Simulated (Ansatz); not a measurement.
A nudged elastic band was laid between two geometries of FH3Si + H3P (9 atoms, charge 0, multiplicity 1).

Theory: RKS PBE/def2-SVP (Ansatz 0.2.0).

```yaml
movable_images: 5
climbing_image: yes
spring: 5.0 eV/Å²
optimiser: quadratic models (default)
start_path: through a guess of the saddle point
force_threshold: 0.05 eV/Å
iteration_limit: 60
end_points: relaxed
```

Initial state:

```xyz
9
Properties=species:S:1:pos:R:3
Si 0.399 -0.149 -0.085
H 0.582 -0.031 1.400
F 1.878 -0.164 -0.791
H -0.369 1.027 -0.613
H -0.304 -1.430 -0.426
P -3.260 -0.127 1.660
H -3.064 -0.124 0.232
H -2.314 -1.197 1.850
H -2.252 0.883 1.864
```

Final state:

```xyz
9
Properties=species:S:1:pos:R:3
Si -0.604 -0.301 -0.508
H 0.318 0.792 2.746
F 0.651 0.229 0.419
H -0.657 0.534 -1.758
H -0.319 -1.735 -0.859
P -2.532 0.029 0.648
H -3.275 -0.574 -0.434
H -2.414 -1.220 1.358
H 0.130 0.934 3.478
```

Problem. What changes between the two ends?

Solution. Bonds broken: Si1–H2, P6–H9. Bonds formed: Si1–P6, H2–H9. FH3Si + H3P becomes FH4PSi + H2.

Problem. Give the energies along the band, and the barrier.

Solution. It converged. The highest image is number 3 of 0 to 6, 197.4 kJ/mol above the first end and 197.6 kJ/mol above the last; the last end lies 0.2 kJ/mol below the first. A structure lower than the last end lies on the path between it and the top, so the climb from that side starts below the end, which may itself be a saddle point or a shallow side well. Neighbouring images differ by up to 2.0 eV, so the band resolves the path poorly. A vibrational analysis at the climbing image gives one clearly imaginary mode, 965i cm⁻¹: a first-order saddle point. The orbitals stay closed-shell, which can raise the energy where a bond breaks towards radicals; this wasn't checked here.

```csv
image,path coordinate (Å),energy (kJ/mol),Si1–H2 (Å),P6–H9 (Å),Si1–P6 (Å)
0,0.00,0.0,1.50,1.44,4.05
1,2.31,1.2,1.50,1.44,4.22
2,4.61,1.1,1.50,1.44,3.72
3,6.92,197.4,1.75,1.98,2.53
4,9.45,0.6,3.20,3.49,2.27
5,11.98,-0.8,4.12,5.31,2.27
6,14.53,-0.2,3.55,3.99,2.27
```

Problem. What is the geometry of the highest image?

Solution. 
```xyz
9
Properties=species:S:1:pos:R:3
Si -0.212 0.046 -0.074
H 0.065 -0.533 1.553
F 1.448 -0.021 -0.086
H -0.431 1.519 -0.177
H -0.539 -1.022 -1.066
P -2.662 -0.074 0.564
H -2.778 -1.388 1.149
H -2.696 0.595 1.842
H -0.897 -0.434 1.384
```

Time of the run: 3.5 min on 2 threads of Arm Neoverse V1, with other jobs on the host, peak memory 0.14 GiB.
